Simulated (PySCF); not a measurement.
## Calculated properties of formamide, `NC=O`

Compound: formamide, CH3NO.
SMILES with atom numbers: `[NH2:1][CH:2]=[O:3]` (hydrogens: H4, H5 on N1; H6 on C2)

Among its groups: amide.

From GFN2-xTB geometry:

| Quantity | Value |
| --- | --- |
| Point group of the GFN2-xTB geometry | Cs |
| Rotational constants A, B, C of the GFN2-xTB geometry | 74.343, 11.559, 10.004 GHz |

From PBE0/pcSseg-1 ground state and GIAO shieldings, non-relativistic (PySCF):

| Quantity | Value |
| --- | --- |
| Dipole moment | 3.97 D |
| HOMO energy | -7.52 eV |
| LUMO energy | 0.85 eV |
| HOMO–LUMO gap | 8.37 eV |
| Lowest Hirshfeld atomic charge | -0.30 e on O3 |
| Highest Hirshfeld atomic charge | +0.14 e on H4/H5 |
| 13C chemical shifts (computed TMS as zero) by class | 159.7 (C2) ppm |
| 1H chemical shifts (computed TMS as zero) by class | 8.11 (H6), 4.65 (H5), 4.59 (H4) ppm |
| Isotropic shieldings of nuclei other than C and H, by class | 150 (N1), -96 (O3) ppm |
| Mayer bond orders between heavy atoms | N1–C2 1.21, C2–O3 1.95 |

From B3LYP/pcJ-1 indirect spin-spin coupling, non-relativistic, gas phase (PySCF):

| Quantity | Value |
| --- | --- |
| Largest of the computed one-bond spin–spin couplings (means over like bonds) | 13C–1H +191.0 (C2–H6), 15N–1H -95.9 (N1–H5), 15N–1H -93.3 (N1–H4), 17O–13C +24.8 (O3–C2), 15N–13C -16.8 (N1–C2) Hz |

Monoisotopic mass (most abundant isotopes): 45.0215 u.

With B = h/(8π²I), that is 505.379 GHz u Å² over I, the principal moments of inertia are 6.8, 43.7 and 50.5 u Å² (most abundant isotopes); the inertial defect Ic − Ia − Ib is 0.0 u Å² (zero for a rigid planar frame, negative otherwise). The rotational constants make it an asymmetric top with κ = (2B − A − C)/(A − C) = -0.95, nearer the prolate limit (−1). A dipole of 3.97 D is allowed in Cs, and pure rotational transitions are dipole-allowed. The dipole matches unit charges of opposite sign 0.83 Å apart (1 e·Å = 4.8032 D).

For the NMR shielding job (PBE0/pcSseg-1), hardware: an x86-64 server with one thread, shared host. Cost: 3.2 s of wall time.

Conformer computed: `[NH2:1][CH:2]=[O:3]`: H–N1–C2–O3 0°, H–N1–C2–O3 180°.

One conformer stands for the species.
